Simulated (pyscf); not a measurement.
Optimised with ωB97X-D3(BJ)/def2-SVP in PySCF.

Estimate by transition-state theory the rate constant of `[NH2][SiH][Cl]` [doublet] + `[H][H]` -> `[NH2][SiH2][Cl]` + `[H]` [doublet] (doublet surface; H–H broken, H–Si formed) at 1200 K, with ωB97M-D3(BJ)/def2-TZVP energies (ideal gas, 1 atm, RRHO with modes under 100 cm⁻¹ raised to 100, one conformer, R ln 2 for chiral ones without a mode under 150 cm⁻¹; no tunnelling).

The electronic barrier is 15.1 kcal/mol and the thermal terms add +30.6, so ΔG‡ = 45.7 kcal/mol. With k_BT/h = 2.50e+13 s⁻¹ and RT = 2.385 kcal/mol, and a volume of 1.64e-19 cm³ per molecule at 1 atm, k = 2.0e-14 cm³ molecule⁻¹ s⁻¹. Wigner's tunnelling factor for 1028i cm⁻¹ would be 1.06. A shift of 1 kcal/mol in the barrier changes k by a factor 1.5. One saddle was located; it need not be the lowest between these sides. The angle at the transferred H is 176°.
